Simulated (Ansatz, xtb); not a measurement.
Two structures of H2MgOSi

Structure a is a triplet given by its coordinates and structure b is `[O]1[Mg][SiH2]1`, a singlet. Both are isolated molecules in the gas phase, relaxed with B3LYP-D3(BJ)/def2-SVP.

a (Å):

```json
{"atom": "Mg", "x (Å)": "-1.2834", "y (Å)": "1.7672", "z (Å)": "-2.4668"}
{"atom": "O", "x (Å)": "-0.6078", "y (Å)": "1.3161", "z (Å)": "-0.8364"}
{"atom": "Si", "x (Å)": "-0.1777", "y (Å)": "0.7658", "z (Å)": "0.6518"}
{"atom": "H", "x (Å)": "-0.1293", "y (Å)": "1.8908", "z (Å)": "1.6543"}
{"atom": "H", "x (Å)": "1.1844", "y (Å)": "0.1203", "z (Å)": "0.6199"}
```

Close contacts (Å): Mg1–O2 1.82, O2–Si3 1.64, Si3–H4 1.51, Si3–H5 1.51.

b (Å):

```xyz
5

Mg   -1.4879    1.2530   -1.8464
O     0.1112    1.9576   -1.0212
Si   -0.0804    1.0416    0.3031
H    -0.4315    1.6841    1.6079
H     0.8749   -0.0762    0.5794
```

Estimate which is lower in electronic energy at CCSD(T)/def2-TZVPP, and by roughly how much.

Too close to call at this level: CCSD(T)/def2-TZVPP gives E(b) − E(a) = −0.14 kcal/mol.

Level by level:

```
                level               geometry  E(b) − E(a) (kcal/mol)  departure from the last row (kcal/mol)  job, with rough time for the two
B3LYP-D3(BJ)/def2-SVP  B3LYP-D3(BJ)/def2-SVP                     +7.20                                   +7.34                optimisation, 44 s
        HF/def2-TZVPP  B3LYP-D3(BJ)/def2-SVP                    +31.46                                  +31.60           part of the CCSD(T) run
       MP2/def2-TZVPP  B3LYP-D3(BJ)/def2-SVP                     +5.75                                   +5.89           part of the CCSD(T) run
   CCSD(T)/def2-TZVPP  B3LYP-D3(BJ)/def2-SVP                     −0.14                                                        single point, 97 s
```

The largest departure from CCSD(T)/def2-TZVPP is that of HF/def2-TZVPP, 31.60 kcal/mol. Levels run at GFN2-xTB geometries aren't shown. The triplet state of a needn't be its ground state.

With harmonic frequencies from B3LYP-D3(BJ)/def2-SVP (ideal gas, rigid rotor, one conformer each, 298.15 K, 1 atm): the zero-point term adds +0.35 kcal/mol; ΔH is −0.07 and ΔG +1.38 kcal/mol.

Open shells are spin-unrestricted. The correlated steps freeze 7 core orbitals; the last core shell of Mg is correlated, in a basis made for valence electrons. ΔG holds the spin degeneracy. Programs: Ansatz 0.2.0; the last row on 1 thread of Arm Neoverse V2 on a shared host.
